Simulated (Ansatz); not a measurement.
Process, species as SMILES: O=CO → [OH] (OH) + [CH]=O (CH-O)
B3LYP-D3(BJ)/def2-TZVP geometries, fixed; electronic energies without zero-point terms.

Core correlation in the bond dissociation energy at MP2 with Ansatz (a program for electronic structure), in kcal/mol: frozen core against all electrons. Core-valence sets carry the plain set on hydrogen. Species with rotatable bonds are taken in one conformer. Open shells are unrestricted.

```
basis      functions, most  frozen core  all electrons  core term (second minus first)
---------  ---------------  -----------  -------------  ------------------------------
cc-pVDZ                 52       115.54         115.92                            0.38
cc-pCVDZ                64       115.63         115.98                            0.36
cc-pVTZ                118       120.54         122.40                            1.86
cc-pCVTZ               157       120.48         120.87                            0.38
cc-pwCVTZ              157       120.55         120.90                            0.35
cc-pVQZ                225       121.95         122.91                            0.96
cc-pCVQZ               312       121.93         122.28                            0.34
cc-pwCVQZ              312       121.96         122.31                            0.34
```

The largest core-valence set, cc-pwCVQZ, gives a core term of 0.34 kcal/mol; the valence set cc-pVQZ, which lacks functions for the core, gives 0.96.
